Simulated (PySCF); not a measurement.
Gas-phase reaction: 2 AlCl2 + CCl2 ⇌ 2 AlCl + CCl4

Energies from PySCF (xtb for GFN2), thermal terms from the rigid-rotor harmonic-oscillator model, ideal gas at 1 bar. Table values come from the NASA 1993 polynomials. After a fit of one offset per element over all species, the range-separated, M06-2X, PBE0/def2-QZVP and CCSD(T)/def2-TZVPP enthalpies, where run, lie to one side of the table for AlCl2 (+44 kJ/mol), AlCl (-22 kJ/mol): a fault of the table's entry, another state or a shared error of the levels is possible; this was not checked at source. † marks an energy on the PBE0/def2-TZVP geometry and frequencies; other levels use their own. MP2 freezes the core. 6-31G* has spherical d functions here. Open shells (unrestricted): AlCl2 (multiplicity 2); the rest are closed-shell singlets. GFN2 has no spin-polarisation term. B3LYP is the form with VWN-RPA correlation. For this reaction the table lies outside the span of B3LYP, CCSD(T), M06-2X, MP2, PBE0, r2SCAN, ωB97M-V, ωB97X-V in their largest bases here; which side is off was not settled. MP2 isn't extrapolated to the basis-set limit; its ΔH°(298 K) is 17.5 kJ in def2-SVP and 23.6 kJ in def2-TZVPP. The harmonic model lacks anharmonicity and excited electronic states, which grow with temperature; levels with a mode under 35 cm⁻¹ are left out. The table's entry may be an old estimate for AlCl2, CCl2, AlCl (not checked at source).

```json
[
 {"level": "table", "ΔH°(298 K), kJ": "123.5", "minus table": "-", "ΔG°(1800 K), kJ": "254.9"},
 {"level": "B3LYP/6-31G*", "ΔH°(298 K), kJ": "22.0", "minus table": "-101.5", "ΔG°(1800 K), kJ": "154.8"},
 {"level": "B3LYP/def2-TZVP†", "ΔH°(298 K), kJ": "43.5", "minus table": "-80.0", "ΔG°(1800 K), kJ": "174.9"},
 {"level": "GFN2-xTB", "ΔH°(298 K), kJ": "179.1", "minus table": "55.6", "ΔG°(1800 K), kJ": "306.1"},
 {"level": "HF/6-31G*", "ΔH°(298 K), kJ": "128.1", "minus table": "4.6", "ΔG°(1800 K), kJ": "264.0"},
 {"level": "MP2/def2-SVP†", "ΔH°(298 K), kJ": "17.5", "minus table": "-106.0", "ΔG°(1800 K), kJ": "148.8"},
 {"level": "ωB97M-V/def2-TZVP†", "ΔH°(298 K), kJ": "-6.8", "minus table": "-130.3", "ΔG°(1800 K), kJ": "124.5"}
]
```
